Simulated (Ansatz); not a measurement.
# AlH2F (triplet): wB97M-V, B2PLYP over vertical spin and charge gaps, def2-QZVPP

How well do these functionals follow the top wave-function level for AlH2F (triplet) over vertical spin and charge gaps?

Method: def2-QZVPP, all electrons in the functionals, frozen cores in the correlation of double hybrids and RPA; program: Ansatz 0.2.0, Gaussian basis.

To be run: wB97M-V, B2PLYP, at charge 0, triplet; charge 0, singlet; charge 0, quintet; charge 1, doublet; charge 1, quartet.

2 further runs of the same task are left out: 2 set aside as unsound or not needed.

### 1 The system

The geometry is a PBE0/def2-TZVP stationary point (not a proven minimum).

4 atoms, charge 0, spin multiplicity 3.

Atoms are counted from 1 here; the program's logs count them from 0.

Bond lengths: Al1–F2 1.669 Å, Al1–H3 1.928 Å, Al1–H4 1.928 Å. Angles: F2–Al1–H3 80.3°, F2–Al1–H4 80.3°, H3–Al1–H4 160.7°.

Coordinates:

```xyz
4
AlFH2
Al    0.00000    0.00000    0.67407
F     0.00000    0.00000   -0.99449
H     0.00000   -1.90080    0.35045
H     0.00000    1.90080    0.35045
```

No dispersion term is added; wB97M-V holds VV10 nonlocal correlation.

The geometry shown and the zero of energy belong to the point charge 0, triplet. The yardstick, UCCSD(T), and other wave-function levels (R restricted, U unrestricted, valence and pair active spaces) come from earlier runs.

### 2 wB97M-V, charge 0, triplet

The input, in.yaml:

```yaml
crystal:
  periodic: [false, false, false]
  atoms:
    - {symbol: Al, position_ang: [0.000000, 0.000000, 0.674065]}
    - {symbol: F, position_ang: [0.000000, 0.000000, -0.994493]}
    - {symbol: H, position_ang: [0.000000, -1.900804, 0.350451]}
    - {symbol: H, position_ang: [0.000000, 1.900804, 0.350450]}
basis:
  gaussian: {orbitals: "def2-QZVPP.json"}
magnetization: {spin_polarized: true, initial_magnetization: 2}
hamiltonian: {xc: {name: wB97M-V}}
output: {orbitals: {seedname: orbitals}}
```

Run with:

```sh
ansatz run in.yaml --threads 1 --pin off --events-out ev --progress --plain --max-ram 2393MiB
```

Log (excerpt; [...] marks lines left out):

```text
Functional definition: wB97M-V
  name "wB97M-V"
  cite "Mardirossian & Head-Gordon, J. Chem. Phys. 144, 214110 (2016) doi:10.1063/1.4952647"
  cite "Becke, J. Chem. Phys. 107, 8554 (1997) doi:10.1063/1.475007"
  cite "Vydrov & Van Voorhis, J. Chem. Phys. 133, 244103 (2010) doi:10.1063/1.3521275"
  # Of w^i u^j: cxij and so on, Table III.
[...]
  gx(w, u) = 1 - cx + cx01*u + cx10*w
  gss(w, u) = css00 + css04*u^4 + css10*w + css20*w^2 + css43*w^4*u^3
  gos(w, u) = cos00 + cos10*w + (cos20 + cos21*u)*w^2 + (cos60 + cos61*u)*w^6
[...]
      + integral(e_c_pw_mod_opposite_spin*gos(b97_w_opposite, b97_u_opposite)) + vv10(b, c)
677 factors; their error is unknown
169 factors; integrals over basis functions are off by at most 4.2e-5 eV
[...]
mean field -9343.36349406 eV, -343.3622752475 hartree, gradient 5.5e-5 eV, S^2 2.011143; 1 other end points of the search recorded, 0 dependent functions left out
reference -9343.36354621 eV, -343.3622771640 hartree; 13, 11 occupied and 174, 176 virtual orbitals, 677 factors
Total energy: -9343.36354621 eV, -343.3622771640 hartree
```

Wall time 30 s (1 thread of Arm Neoverse N1, shared host); peak memory 0.44 GiB.

From the report: ⟨S²⟩ of the determinant 2.011 (pure triplet: 2.00).

### 3 wB97M-V, charge 0, singlet

Edit in.yaml of step 2 so:

```diff
@@ -9,3 +9,3 @@
   gaussian: {orbitals: "def2-QZVPP.json"}
-magnetization: {spin_polarized: true, initial_magnetization: 2}
+magnetization: {spin_polarized: true, initial_magnetization: 0}
 hamiltonian: {xc: {name: wB97M-V}}
```

Same command.

Log (excerpt; [...] marks lines left out):

```text
Functional definition: wB97M-V
  name "wB97M-V"
  cite "Mardirossian & Head-Gordon, J. Chem. Phys. 144, 214110 (2016) doi:10.1063/1.4952647"
  cite "Becke, J. Chem. Phys. 107, 8554 (1997) doi:10.1063/1.475007"
  cite "Vydrov & Van Voorhis, J. Chem. Phys. 133, 244103 (2010) doi:10.1063/1.3521275"
  # Of w^i u^j: cxij and so on, Table III.
[...]
  gx(w, u) = 1 - cx + cx01*u + cx10*w
  gss(w, u) = css00 + css04*u^4 + css10*w + css20*w^2 + css43*w^4*u^3
  gos(w, u) = cos00 + cos10*w + (cos20 + cos21*u)*w^2 + (cos60 + cos61*u)*w^6
[...]
      + integral(e_c_pw_mod_opposite_spin*gos(b97_w_opposite, b97_u_opposite)) + vv10(b, c)
677 factors; their error is unknown
169 factors; integrals over basis functions are off by at most 4.2e-5 eV
[...]
mean field -9345.49490396 eV, -343.4406031165 hartree, gradient 1.4e-5 eV, S^2 0.000000; 1 other end points of the search recorded, 0 dependent functions left out
reference -9345.49495857 eV, -343.4406051233 hartree; 12, 12 occupied and 175, 175 virtual orbitals, 677 factors
Total energy: -9345.49495857 eV, -343.4406051233 hartree
```

It took 53 s on 1 thread of Arm Neoverse N1, shared host; peak memory 0.54 GiB.

From the report: ⟨S²⟩ of the determinant 0.000 (pure singlet: 0.00).

From charge 0, triplet: -2.131 eV.

### 4 wB97M-V, charge 0, quintet

Edit in.yaml of step 3 so:

```diff
@@ -9,3 +9,3 @@
   gaussian: {orbitals: "def2-QZVPP.json"}
-magnetization: {spin_polarized: true, initial_magnetization: 0}
+magnetization: {spin_polarized: true, initial_magnetization: 4}
 hamiltonian: {xc: {name: wB97M-V}}
```

Launched as before.

Log (excerpt; [...] marks lines left out):

```text
Functional definition: wB97M-V
  name "wB97M-V"
  cite "Mardirossian & Head-Gordon, J. Chem. Phys. 144, 214110 (2016) doi:10.1063/1.4952647"
  cite "Becke, J. Chem. Phys. 107, 8554 (1997) doi:10.1063/1.475007"
  cite "Vydrov & Van Voorhis, J. Chem. Phys. 133, 244103 (2010) doi:10.1063/1.3521275"
  # Of w^i u^j: cxij and so on, Table III.
[...]
  gx(w, u) = 1 - cx + cx01*u + cx10*w
  gss(w, u) = css00 + css04*u^4 + css10*w + css20*w^2 + css43*w^4*u^3
  gos(w, u) = cos00 + cos10*w + (cos20 + cos21*u)*w^2 + (cos60 + cos61*u)*w^6
[...]
      + integral(e_c_pw_mod_opposite_spin*gos(b97_w_opposite, b97_u_opposite)) + vv10(b, c)
677 factors; their error is unknown
169 factors; integrals over basis functions are off by at most 4.2e-5 eV
[...]
mean field -9338.75845363 eV, -343.1930431332 hartree, gradient 2.2e-5 eV, S^2 6.002406; 0 other end points of the search recorded, 0 dependent functions left out
reference -9338.75850586 eV, -343.1930450526 hartree; 14, 10 occupied and 173, 177 virtual orbitals, 677 factors
Total energy: -9338.75850586 eV, -343.1930450526 hartree
```

It took 56 s on 1 thread of Arm Neoverse N1, shared host; peak memory 0.49 GiB.

From the report: ⟨S²⟩ of the determinant 6.002 (pure quintet: 6.00).

From charge 0, triplet: +4.605 eV.

### 5 wB97M-V, charge 1, doublet

Edit in.yaml of step 4 so:

```diff
@@ -9,3 +9,4 @@
   gaussian: {orbitals: "def2-QZVPP.json"}
-magnetization: {spin_polarized: true, initial_magnetization: 4}
+total_charge: 1
+magnetization: {spin_polarized: true, initial_magnetization: 1}
 hamiltonian: {xc: {name: wB97M-V}}
```

Launched as before.

Log (excerpt; [...] marks lines left out):

```text
Functional definition: wB97M-V
  name "wB97M-V"
  cite "Mardirossian & Head-Gordon, J. Chem. Phys. 144, 214110 (2016) doi:10.1063/1.4952647"
  cite "Becke, J. Chem. Phys. 107, 8554 (1997) doi:10.1063/1.475007"
  cite "Vydrov & Van Voorhis, J. Chem. Phys. 133, 244103 (2010) doi:10.1063/1.3521275"
  # Of w^i u^j: cxij and so on, Table III.
[...]
  gx(w, u) = 1 - cx + cx01*u + cx10*w
  gss(w, u) = css00 + css04*u^4 + css10*w + css20*w^2 + css43*w^4*u^3
  gos(w, u) = cos00 + cos10*w + (cos20 + cos21*u)*w^2 + (cos60 + cos61*u)*w^6
[...]
      + integral(e_c_pw_mod_opposite_spin*gos(b97_w_opposite, b97_u_opposite)) + vv10(b, c)
677 factors; their error is unknown
169 factors; integrals over basis functions are off by at most 4.2e-5 eV
[...]
mean field -9335.53545465 eV, -343.0746001050 hartree, gradient 1.1e-5 eV, S^2 0.879830; 0 other end points of the search recorded, 0 dependent functions left out
reference -9335.53550185 eV, -343.0746018398 hartree; 12, 11 occupied and 175, 176 virtual orbitals, 677 factors
Total energy: -9335.53550185 eV, -343.0746018398 hartree
```

Wall time 27 s (1 thread of Arm Neoverse N1, shared host); peak memory 0.43 GiB.

From the report: ⟨S²⟩ of the determinant 0.880 (pure doublet: 0.75).

From charge 0, triplet: +7.828 eV.

### 6 wB97M-V, charge 1, quartet

Edit in.yaml of step 5 so:

```diff
@@ -10,3 +10,3 @@
 total_charge: 1
-magnetization: {spin_polarized: true, initial_magnetization: 1}
+magnetization: {spin_polarized: true, initial_magnetization: 3}
 hamiltonian: {xc: {name: wB97M-V}}
```

Same command.

Log (excerpt; [...] marks lines left out):

```text
Functional definition: wB97M-V
  name "wB97M-V"
  cite "Mardirossian & Head-Gordon, J. Chem. Phys. 144, 214110 (2016) doi:10.1063/1.4952647"
  cite "Becke, J. Chem. Phys. 107, 8554 (1997) doi:10.1063/1.475007"
  cite "Vydrov & Van Voorhis, J. Chem. Phys. 133, 244103 (2010) doi:10.1063/1.3521275"
  # Of w^i u^j: cxij and so on, Table III.
[...]
  gx(w, u) = 1 - cx + cx01*u + cx10*w
  gss(w, u) = css00 + css04*u^4 + css10*w + css20*w^2 + css43*w^4*u^3
  gos(w, u) = cos00 + cos10*w + (cos20 + cos21*u)*w^2 + (cos60 + cos61*u)*w^6
[...]
      + integral(e_c_pw_mod_opposite_spin*gos(b97_w_opposite, b97_u_opposite)) + vv10(b, c)
677 factors; their error is unknown
169 factors; integrals over basis functions are off by at most 4.2e-5 eV
[...]
mean field -9332.76201813 eV, -342.9726781929 hartree, gradient 4.3e-5 eV, S^2 3.753738; 0 other end points of the search recorded, 0 dependent functions left out
reference -9332.76206227 eV, -342.9726798152 hartree; 13, 10 occupied and 174, 177 virtual orbitals, 677 factors
Total energy: -9332.76206227 eV, -342.9726798152 hartree
```

Wall time 55 s (1 thread of Arm Neoverse N1, shared host); peak memory 0.48 GiB.

From the report: ⟨S²⟩ of the determinant 3.754 (pure quartet: 3.75).

From charge 0, triplet: +10.601 eV.

### 7 B2PLYP, charge 0, triplet

Edit in.yaml of step 6 so:

```diff
@@ -9,5 +9,4 @@
   gaussian: {orbitals: "def2-QZVPP.json"}
-total_charge: 1
-magnetization: {spin_polarized: true, initial_magnetization: 3}
-hamiltonian: {xc: {name: wB97M-V}}
-output: {orbitals: {seedname: orbitals}}
+magnetization: {spin_polarized: true, initial_magnetization: 2}
+hamiltonian: {xc: {name: B2PLYP}}
+correlation: {electrons: outside_noble_gas}
```

Launched as before.

Log (excerpt; [...] marks lines left out):

```text
Functional definition: B2PLYP
  name "B2PLYP"
  cite "Grimme, J. Chem. Phys. 124, 034108 (2006) doi:10.1063/1.2148954"
  cite "Becke, Phys. Rev. A 38, 3098 (1988) doi:10.1103/PhysRevA.38.3098"
  cite "Lee, Yang & Parr, Phys. Rev. B 37, 785 (1988) doi:10.1103/PhysRevB.37.785"
[...]
1105 factors; integrals over basis functions are off by at most 1.0e-3 eV
[...]
mean field -9337.24555510 eV, -343.1374451376 hartree, gradient 3.5e-6 eV, S^2 2.022160; 2 other end points of the search recorded, 0 dependent functions left out
6 core orbitals not correlated: weight in the atoms' cores, before any rotation towards them, 1.000 or more for the frozen orbitals, at most 0.000 for the correlated occupied ones
reference -9337.24570328 eV, -343.1374505830 hartree; 7, 5 occupied and 174, 176 virtual orbitals, 1105 factors
second order -11.72899370 eV of doubles, -0.00000000 eV of singles
Total energy: -9340.41253158 eV, -343.2538293765 hartree
```

Wall time 20 s (1 thread of Arm Neoverse N1, shared host); peak memory 0.38 GiB.

From the report: ⟨S²⟩ of the determinant 2.022 (pure triplet: 2.00).

### 8 B2PLYP, charge 0, singlet

Edit in.yaml of step 7 so:

```diff
@@ -9,3 +9,3 @@
   gaussian: {orbitals: "def2-QZVPP.json"}
-magnetization: {spin_polarized: true, initial_magnetization: 2}
+magnetization: {spin_polarized: true, initial_magnetization: 0}
 hamiltonian: {xc: {name: B2PLYP}}
```

Same command.

Log (excerpt; [...] marks lines left out):

```text
Functional definition: B2PLYP
  name "B2PLYP"
  cite "Grimme, J. Chem. Phys. 124, 034108 (2006) doi:10.1063/1.2148954"
  cite "Becke, Phys. Rev. A 38, 3098 (1988) doi:10.1103/PhysRevA.38.3098"
  cite "Lee, Yang & Parr, Phys. Rev. B 37, 785 (1988) doi:10.1103/PhysRevB.37.785"
[...]
1105 factors; integrals over basis functions are off by at most 1.0e-3 eV
[...]
mean field -9339.08482589 eV, -343.2050370923 hartree, gradient 1.0e-6 eV, S^2 0.016663; 4 other end points of the search recorded, 0 dependent functions left out
6 core orbitals not correlated: weight in the atoms' cores, before any rotation towards them, 1.000 or more for the frozen orbitals, at most 0.000 for the correlated occupied ones
reference -9339.08497397 eV, -343.2050425343 hartree; 6, 6 occupied and 175, 175 virtual orbitals, 1105 factors
second order -12.39242000 eV of doubles, -0.00000000 eV of singles
Total energy: -9342.43092737 eV, -343.3280040537 hartree
```

Run time: 48 s. Hardware: 1 thread of Arm Neoverse N1, shared host; peak memory 0.46 GiB.

From the report: ⟨S²⟩ of the determinant 0.017 (pure singlet: 0.00).

From charge 0, triplet: -2.018 eV.

### 9 B2PLYP, charge 0, quintet

Edit in.yaml of step 8 so:

```diff
@@ -9,3 +9,3 @@
   gaussian: {orbitals: "def2-QZVPP.json"}
-magnetization: {spin_polarized: true, initial_magnetization: 0}
+magnetization: {spin_polarized: true, initial_magnetization: 4}
 hamiltonian: {xc: {name: B2PLYP}}
```

Launched as before.

Log (excerpt; [...] marks lines left out):

```text
Functional definition: B2PLYP
  name "B2PLYP"
  cite "Grimme, J. Chem. Phys. 124, 034108 (2006) doi:10.1063/1.2148954"
  cite "Becke, Phys. Rev. A 38, 3098 (1988) doi:10.1103/PhysRevA.38.3098"
  cite "Lee, Yang & Parr, Phys. Rev. B 37, 785 (1988) doi:10.1103/PhysRevB.37.785"
[...]
1105 factors; integrals over basis functions are off by at most 1.0e-3 eV
[...]
mean field -9333.24573357 eV, -342.9904544074 hartree, gradient 2.6e-6 eV, S^2 6.003508; 0 other end points of the search recorded, 0 dependent functions left out
6 core orbitals not correlated: weight in the atoms' cores, before any rotation towards them, 1.000 or more for the frozen orbitals, at most 0.000 for the correlated occupied ones
reference -9333.24588529 eV, -342.9904599831 hartree; 8, 4 occupied and 173, 177 virtual orbitals, 1105 factors
second order -10.40121328 eV of doubles, -0.00000000 eV of singles
Total energy: -9336.05421287 eV, -343.0936641182 hartree
```

It took 14 s on 1 thread of Arm Neoverse N1, shared host; peak memory 0.38 GiB.

From the report: ⟨S²⟩ of the determinant 6.004 (pure quintet: 6.00).

From charge 0, triplet: +4.358 eV.

### 10 B2PLYP, charge 1, doublet

Edit in.yaml of step 9 so:

```diff
@@ -9,3 +9,4 @@
   gaussian: {orbitals: "def2-QZVPP.json"}
-magnetization: {spin_polarized: true, initial_magnetization: 4}
+total_charge: 1
+magnetization: {spin_polarized: true, initial_magnetization: 1}
 hamiltonian: {xc: {name: B2PLYP}}
```

Launched as before.

Log (excerpt; [...] marks lines left out):

```text
Functional definition: B2PLYP
  name "B2PLYP"
  cite "Grimme, J. Chem. Phys. 124, 034108 (2006) doi:10.1063/1.2148954"
  cite "Becke, Phys. Rev. A 38, 3098 (1988) doi:10.1103/PhysRevA.38.3098"
  cite "Lee, Yang & Parr, Phys. Rev. B 37, 785 (1988) doi:10.1103/PhysRevB.37.785"
[...]
1105 factors; integrals over basis functions are off by at most 1.0e-3 eV
[...]
mean field -9329.49678153 eV, -342.8526829611 hartree, gradient 3.4e-6 eV, S^2 1.025399; 1 other end points of the search recorded, 0 dependent functions left out
6 core orbitals not correlated: weight in the atoms' cores, before any rotation towards them, 1.000 or more for the frozen orbitals, at most 0.000 for the correlated occupied ones
reference -9329.49691317 eV, -342.8526877988 hartree; 6, 5 occupied and 175, 176 virtual orbitals, 1105 factors
second order -11.14544802 eV of doubles, -0.00000000 eV of singles
Total energy: -9332.50618413 eV, -342.9632764670 hartree
```

Wall time 23 s (1 thread of Arm Neoverse N1, shared host); peak memory 0.47 GiB.

From the report: ⟨S²⟩ of the determinant 1.025 (pure doublet: 0.75).

From charge 0, triplet: +7.906 eV.

### 11 B2PLYP, charge 1, quartet

Edit in.yaml of step 10 so:

```diff
@@ -10,3 +10,3 @@
 total_charge: 1
-magnetization: {spin_polarized: true, initial_magnetization: 1}
+magnetization: {spin_polarized: true, initial_magnetization: 3}
 hamiltonian: {xc: {name: B2PLYP}}
```

Same command.

Log (excerpt; [...] marks lines left out):

```text
Functional definition: B2PLYP
  name "B2PLYP"
  cite "Grimme, J. Chem. Phys. 124, 034108 (2006) doi:10.1063/1.2148954"
  cite "Becke, Phys. Rev. A 38, 3098 (1988) doi:10.1103/PhysRevA.38.3098"
  cite "Lee, Yang & Parr, Phys. Rev. B 37, 785 (1988) doi:10.1103/PhysRevB.37.785"
[...]
1105 factors; integrals over basis functions are off by at most 1.0e-3 eV
[...]
mean field -9327.17727616 eV, -342.7674427109 hartree, gradient 4.3e-6 eV, S^2 3.754863; 0 other end points of the search recorded, 0 dependent functions left out
6 core orbitals not correlated: weight in the atoms' cores, before any rotation towards them, 1.000 or more for the frozen orbitals, at most 0.000 for the correlated occupied ones
reference -9327.17740790 eV, -342.7674475525 hartree; 7, 4 occupied and 174, 177 virtual orbitals, 1105 factors
second order -10.30732291 eV of doubles, -0.00000000 eV of singles
Total energy: -9329.96038509 eV, -342.8697200777 hartree
```

It took 17 s on 1 thread of Arm Neoverse N1, shared host; peak memory 0.47 GiB.

From the report: ⟨S²⟩ of the determinant 3.755 (pure quartet: 3.75).

From charge 0, triplet: +10.452 eV.

### 12 The comparison

No level is safe as a reference over these points; UCCSD(T) serves as a yardstick only. It comes from earlier runs at the same points. Energies in eV, counted from charge 0, triplet; blanks weren't run or aren't comparable.

```csv
level,triplet to singlet,triplet to quintet,ionisation to the doublet cation,ionisation to the quartet cation
UCCSD(T),,4.104,7.853,10.399
wB97M-V,-2.131,4.605,7.828,10.601
B2PLYP,-2.018,4.358,7.906,10.452
```

Largest miss and mean time a point (UCCSD(T) took 74 s a point; shared hosts):

```
  level  largest miss (eV)               where  time a point
wB97M-V             +0.501  triplet to quintet          44 s
 B2PLYP             +0.255  triplet to quintet          24 s
```

### 13 Outcome

| quantity | value |
| --- | --- |
| triplet to quintet, UCCSD(T) | 4.104 eV |
| ionisation to the doublet cation, UCCSD(T) | 7.853 eV |
| ionisation to the quartet cation, UCCSD(T) | 10.399 eV |
| largest miss, wB97M-V | +0.501 eV (triplet to quintet) |
| largest miss, B2PLYP | +0.255 eV (triplet to quintet) |

In words: Misses are known at 3 of 4 points at best, and only functionals with that many are ranked. Of the functionals, B2PLYP keep the smallest largest miss at the points compared (at most 0.255 eV) and wB97M-V strays most (0.501 eV, at triplet to quintet). Functionals and the yardstick converge differently with the basis, so part of each miss in def2-QZVPP is the basis. The yardstick itself may be off where one determinant is a poor start.
